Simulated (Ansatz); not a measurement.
Reaction (substitution at a C–C bond): `CC(Cl)CCCl` + H–F → `FCCCl` + `CCCl`

Computed with Ansatz on PBE0-D4/def2-TZVP structures; ΔE is electronic, products minus reactants. CCSD(T)/CBS adds triple-zeta CCSD(T) − MP2 to the extrapolated MP2 energy (def2 sets, frozen cores). This one scheme is used for every species. DFT in def2-TZVPP. Each species was taken in one conformer, which may not be the lowest.

`CC(Cl)CCCl`:

Z-matrix (Å, degrees):
```
C
C 1 1.510
H 1 1.092 2 110.7
H 1 1.094 2 109.6 3 119.6
H 1 1.090 2 111.0 3 -120.5
Cl 2 1.804 1 109.1 3 63.6
C 2 1.516 1 112.6 3 -58.8
H 2 1.092 1 110.3 3 177.7
C 7 1.511 2 113.4 1 -176.0
H 7 1.093 2 109.5 1 60.9
H 7 1.095 2 107.6 1 -55.2
Cl 9 1.783 7 110.8 2 176.9
H 9 1.088 7 111.6 2 -63.9
H 9 1.091 7 111.5 2 58.1
```

H–F:

```xyz
2

F     0.299   -0.224   -0.268
H    -0.299    0.224    0.268
```

`FCCCl`:

```xyz
8

F    -1.717    0.379   -0.464
C    -0.348    0.298   -0.624
C     0.246   -0.290    0.632
Cl    2.009   -0.404    0.441
H     0.041    1.303   -0.807
H    -0.136   -0.335   -1.489
H    -0.137   -1.293    0.815
H     0.042    0.341    1.496
```

`CCCl`:

```xyz
8

C    -0.465    0.645   -0.066
C     0.352   -0.593    0.202
Cl    1.404   -0.994   -1.186
H    -1.096    0.862    0.801
H    -1.110    0.507   -0.935
H     0.179    1.507   -0.248
H    -0.277   -1.467    0.372
H     1.013   -0.466    1.059
```

CCSD(T)/CBS gives +14.9 kcal/mol.

(1) Another level gave +10.5 kcal/mol. Which?
A. PBE0/def2-TZVPP
B. CCSD(T)/def2-TZVPP
C. ωB97M-V/def2-TZVPP
D. MP2/def2-TZVPP

Largest T1 diagnostic among the species: 0.010.

Results:

(1) A. PBE0 10.5, MP2/def2-TZVPP 17.1, ωB97M-V 11.9, CCSD(T)/def2-TZVPP 14.0 kcal/mol.

In def2-TZVPP, CCSD(T) changes the Hartree–Fock value by +8.6 kcal/mol (the triples alone add +1.1 kcal/mol) and MP2 by +11.7 kcal/mol. From PBE to PBE0 (25 % exact exchange), in def2-TZVPP and without D4, ΔE moves by +1.1 kcal/mol. The D4 term adds +3.5 kcal/mol with B3LYP and +2.0 kcal/mol with PBE0; it sums over pairs of atoms, weighted by their polarisabilities, and B3LYP, whose exchange is more repulsive, gets the larger term.

B3LYP here is the variant with VWN-RPA as its local correlation; programs differ in this.
